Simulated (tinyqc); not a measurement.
RKS/PBE0 in the sto-3g basis, for OH-, spin multiplicity 1, step by step. The basis has no diffuse functions, so it cannot describe the extra electron: this is an exercise in the method, not the real anion. One step of it, computed by the program tinyqc.

Task: Iteration 2: building the Kohn-Sham matrix. J_ij = sum D_kl (ij|kl), K_ij = sum D_kl (ik|jl); F = H + J - 0.125 K + V_xc; E = tr D H + tr D J / 2 - 0.0625 tr D K + E_xc + E_nn.

D after iteration 1, order 1O 1s, 1O 2s, 1O 2px, 1O 2py, 1O 2pz, 2H 1s:
```
[[2.123447, -0.543091, 0.000000, 0.000000, 0.050469, 0.095705],
 [-0.543091, 2.471346, 0.000000, 0.000000, -0.271347, -0.803844],
 [0.000000, 0.000000, 2.000000, 0.000000, 0.000000, 0.000000],
 [0.000000, 0.000000, 0.000000, 2.000000, 0.000000, 0.000000],
 [0.050469, -0.271347, 0.000000, 0.000000, 0.147012, 0.516532],
 [0.095705, -0.803844, 0.000000, 0.000000, 0.516532, 1.827329]]
```

core Hamiltonian H = T + V (hartree), order 1O 1s, 1O 2s, 1O 2px, 1O 2py, 1O 2pz, 2H 1s:
```
[[-32.138675, -7.474986, 0.000000, 0.000000, -0.013915, -1.512254],
 [-7.474986, -8.762296, 0.000000, 0.000000, -0.166587, -3.213717],
 [0.000000, 0.000000, -6.932041, 0.000000, 0.000000, 0.000000],
 [0.000000, 0.000000, 0.000000, -6.932041, 0.000000, 0.000000],
 [-0.013915, -0.166587, 0.000000, 0.000000, -7.042342, -2.301211],
 [-1.512254, -3.213717, 0.000000, 0.000000, -2.301211, -4.530697]]
```

Two-electron integrals (ij|kl) in chemists' order, unique and non-zero (hartree):
```
(11|11) 4.785065   (21|11) 0.741380   (21|21) 0.136873   (22|11) 1.118947
(22|21) 0.256633   (22|22) 0.817206   (31|31) 0.024477   (32|31) 0.037809
(32|32) 0.180518   (33|11) 1.115814   (33|21) 0.256684   (33|22) 0.817023
(33|33) 0.880159   (41|41) 0.024477   (42|41) 0.037809   (42|42) 0.180518
(43|43) 0.047444   (44|11) 1.115814   (44|21) 0.256684   (44|22) 0.817023
(44|33) 0.785270   (44|44) 0.880159   (51|51) 0.024477   (52|51) 0.037809
(52|52) 0.180518   (53|53) 0.047444   (54|54) 0.047444   (55|11) 1.115814
(55|21) 0.256684   (55|22) 0.817023   (55|33) 0.785270   (55|44) 0.785270
(55|55) 0.880159   (61|11) 0.150911   (61|21) 0.027627   (61|22) 0.051468
(61|33) 0.051369   (61|44) 0.051369   (61|51) 0.001275   (61|52) 0.002387
(61|55) 0.051674   (61|61) 0.005649   (62|11) 0.367506   (62|21) 0.085346
(62|22) 0.300949   (62|33) 0.295833   (62|44) 0.295833   (62|51) 0.006408
(62|52) 0.048973   (62|55) 0.310894   (62|61) 0.017563   (62|62) 0.137271
(63|31) 0.008925   (63|32) 0.051976   (63|53) 0.010172   (63|63) 0.019552
(64|41) 0.008925   (64|42) 0.051976   (64|54) 0.010172   (64|64) 0.019552
(65|11) 0.264825   (65|21) 0.062296   (65|22) 0.234560   (65|33) 0.223919
(65|44) 0.223919   (65|51) 0.013024   (65|52) 0.088114   (65|55) 0.255579
(65|61) 0.013385   (65|62) 0.129958   (65|65) 0.141170   (66|11) 0.507437
(66|21) 0.119759   (66|22) 0.484305   (66|33) 0.464727   (66|44) 0.464727
(66|51) 0.011640   (66|52) 0.122653   (66|55) 0.522855   (66|61) 0.024864
(66|62) 0.278158   (66|65) 0.300630   (66|66) 0.774606
```

nuclear repulsion = 4.18735676 hartree

V_xc (hartree), order 1O 1s, 1O 2s, 1O 2px, 1O 2py, 1O 2pz, 2H 1s:
```
[[-2.323889, -0.316619, 0.000000, 0.000000, 0.001046, -0.064787],
 [-0.316619, -0.606942, 0.000000, 0.000000, -0.002281, -0.222969],
 [0.000000, 0.000000, -0.619343, 0.000000, 0.000000, 0.000000],
 [0.000000, 0.000000, 0.000000, -0.619343, 0.000000, 0.000000],
 [0.001046, -0.002281, 0.000000, 0.000000, -0.566938, -0.177523],
 [-0.064787, -0.222969, 0.000000, 0.000000, -0.177523, -0.420668]]
```

E_xc = sum of w rho eps_xc = -7.19216009 hartree

Give: Coulomb J; exchange K; Kohn-Sham matrix F; total energy of this density.

Result:

Coulomb J (hartree), order 1O 1s, 1O 2s, 1O 2px, 1O 2py, 1O 2pz, 2H 1s:
```
[[17.3870, 3.2756, 0.0000, 0.0000, 0.0066, 0.6617],
 [3.2756, 8.1584, 0.0000, 0.0000, 0.1427, 3.0597],
 [0.0000, 0.0000, 8.1708, 0.0000, 0.0000, 0.0000],
 [0.0000, 0.0000, 0.0000, 8.1708, 0.0000, 0.0000],
 [0.0066, 0.1427, 0.0000, 0.0000, 8.1097, 2.4499],
 [0.6617, 3.0597, 0.0000, 0.0000, 2.4499, 5.2983]]
```

exchange K (hartree), order 1O 1s, 1O 2s, 1O 2px, 1O 2py, 1O 2pz, 2H 1s:
```
[[9.7914, 1.6478, 0.0000, 0.0000, 0.0090, 0.3463],
 [1.6478, 2.6140, 0.0000, 0.0000, -0.0336, 1.0276],
 [0.0000, 0.0000, 2.2836, 0.0000, 0.0000, 0.0000],
 [0.0000, 0.0000, 0.0000, 2.2836, 0.0000, 0.0000],
 [0.0090, -0.0336, 0.0000, 0.0000, 1.1590, 0.7839],
 [0.3463, 1.0276, 0.0000, 0.0000, 0.7839, 1.6455]]
```

Kohn-Sham matrix F (hartree), order 1O 1s, 1O 2s, 1O 2px, 1O 2py, 1O 2pz, 2H 1s:
```
[[-18.2994, -4.7220, 0.0000, 0.0000, -0.0074, -0.9587],
 [-4.7220, -1.5376, 0.0000, 0.0000, -0.0219, -0.5054],
 [0.0000, 0.0000, 0.3339, 0.0000, 0.0000, 0.0000],
 [0.0000, 0.0000, 0.0000, 0.3339, 0.0000, 0.0000],
 [-0.0074, -0.0219, 0.0000, 0.0000, 0.3556, -0.1268],
 [-0.9587, -0.5054, 0.0000, 0.0000, -0.1268, 0.1412]]
```

total energy of this density = -74.180496 hartree
